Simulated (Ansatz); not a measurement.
Consider the formal exchange of groups at a C–C bond: `C=CCC#N` + CH₃OH → `N#CCCO` + ethylene.

Computed with Ansatz on PBE0-D4/def2-TZVP structures; ΔE is electronic, products minus reactants. CCSD(T)/CBS adds triple-zeta CCSD(T) − MP2 to the extrapolated MP2 energy (def2 sets, frozen cores). This one scheme is used for every species. DFT in def2-TZVPP. B3LYP here is the variant with VWN-RPA as its local correlation; programs differ in this. Each species was taken in one conformer, which may not be the lowest.

```json
{"level": "PBE-D4", "ΔE (kJ/mol)": "0.1", "difference from CCSD(T)/CBS": "1.4"}
{"level": "r2SCAN-D4", "ΔE (kJ/mol)": "-1.3", "difference from CCSD(T)/CBS": "0.0"}
{"level": "B3LYP-D4", "ΔE (kJ/mol)": "-0.4", "difference from CCSD(T)/CBS": "0.9"}
{"level": "ωB97X-V", "ΔE (kJ/mol)": "-1.9", "difference from CCSD(T)/CBS": "-0.6"}
{"level": "ωB97M-V", "ΔE (kJ/mol)": "-2.1", "difference from CCSD(T)/CBS": "-0.8"}
{"level": "B2PLYP", "ΔE (kJ/mol)": "-1.9", "difference from CCSD(T)/CBS": "-0.6"}
{"level": "PBE0", "ΔE (kJ/mol)": "-1.0", "difference from CCSD(T)/CBS": "0.3"}
{"level": "B3LYP", "ΔE (kJ/mol)": "-2.6", "difference from CCSD(T)/CBS": "-1.3"}
{"level": "HF/def2-TZVPP", "ΔE (kJ/mol)": "-5.4", "difference from CCSD(T)/CBS": "-4.1"}
{"level": "MP2/def2-TZVPP", "ΔE (kJ/mol)": "0.5", "difference from CCSD(T)/CBS": "1.8"}
{"level": "SCS-MP2/def2-TZVPP", "ΔE (kJ/mol)": "-0.7", "difference from CCSD(T)/CBS": "0.6"}
{"level": "CCSD/def2-TZVPP", "ΔE (kJ/mol)": "-2.8", "difference from CCSD(T)/CBS": "-1.5"}
{"level": "MP2/def2-QZVPP", "ΔE (kJ/mol)": "1.2", "difference from CCSD(T)/CBS": "2.5"}
{"level": "SCS-MP2/def2-QZVPP", "ΔE (kJ/mol)": "-0.1", "difference from CCSD(T)/CBS": "1.2"}
{"level": "HF/CBS(def2)", "ΔE (kJ/mol)": "-5.0", "difference from CCSD(T)/CBS": "-3.7"}
{"level": "MP2/CBS(def2)", "ΔE (kJ/mol)": "1.5", "difference from CCSD(T)/CBS": "2.8"}
{"level": "CCSD(T)/CBS", "ΔE (kJ/mol)": "-1.3", "difference from CCSD(T)/CBS": "0"}
```

Largest T1 diagnostic among the species: 0.012.

In def2-TZVPP, CCSD(T) changes the Hartree–Fock value by +3.0 kJ/mol (the triples alone add +0.4 kJ/mol) and MP2 by +5.9 kJ/mol.
